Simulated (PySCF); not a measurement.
# Cl₂+: bond curves at several levels of theory

One table from this session's results is given with a row withheld; the runs are named, their logs left out.

Method: Cl jorge-DZP-DKH, spin-free X2C with a Gaussian nucleus; program: PySCF 2.14.0.

Set-up of the first run:

A driver script around PySCF takes these settings:

```json
{"atoms": "Cl, Cl", "charge": "1", "basis": "Cl jorge-DZP-DKH", "Hamiltonian": "spin-free X2C with a Gaussian nucleus", "basis functions": "48", "electrons treated": "33", "masses in u": "34.9689, 34.9689", "levels": "PBE0, PBE, r²SCAN, revPBE, TPSSh, PW91, CAM-B3LYP, HF, MP2, SCS-MP2, CCSD, CCSD(T)", "grid": "80 radial by 434 angular points", "occupations": "held fixed by the projection of orbital angular momentum", "dissociation limit": "Cl+ + Cl, each in its ground configuration", "starting distance in angstrom": "2.040", "values of 2S to try": "1, 3"}
```

Launch:

```
> OMP_NUM_THREADS=1 python dia.py task.json out
```

Among the steps run: Set-up; PBE0 along the bond; Excited determinants; PBE; r²SCAN (meta-GGA); revPBE (GGA); TPSSh (hybrid meta-GGA); PW91; CAM-B3LYP; UHF; MP2 and coupled cluster.

One table of the session follows, with a row left open; its other results are not shown here.

It belongs to the step «The curves together». Energy (eV) from each level's lowest point:

| R (Å) | UHF | UHF-MP2 | UHF-SCS-MP2 | UHF-CCSD | UHF-CCSD(T) |
| --- | --- | --- | --- | --- | --- |
| 1.656 | 1.400 | 1.731 | 1.742 | n/a | n/a |
| 1.733 | 0.545 | 0.793 | 0.800 | 0.792 | 0.848 |
| 1.810 | 0.118 | 0.272 | 0.276 | 0.269 | 0.306 |
| 1.868 | 0.000 | 0.076 | 0.077 | 0.073 | 0.093 |
| 1.926 | 0.010 | 0.000 | 0.000 | 0.000 | 0.001 |
| 1.984 | 0.116 | 0.013 | 0.012 | 0.019 | 0.000 |
| 2.061 | 0.368 | 0.127 | 0.126 | 0.147 | 0.098 |
| 2.157 | ? | ? | ? | ? | ? |
| 2.273 | 1.413 | 0.715 | 0.721 | 0.818 | 0.672 |
| 2.427 | 2.283 | 1.183 | 1.200 | n/a | n/a |

**Question.** Estimate the row for R (Å) = 2.157.

Worked estimate for «UHF». A straight line through the neighbours (2.061, 0.368) and (2.273, 1.413) gives 0.368 + (1.413 − 0.368) × (2.157 − 2.061) / (2.273 − 2.061) = 0.841; a parabola fitted to 4 rows on both sides gives 0.815.

**Answer.** UHF: 0.799; UHF-MP2: 0.365; UHF-SCS-MP2: 0.366; UHF-CCSD: 0.414; UHF-CCSD(T): 0.323. In «UHF» the line misses by +0.042 and the parabola by +0.016.

State 2 has its PBE0 minimum 1.92 eV higher. The other levels ran on the lowest alone.
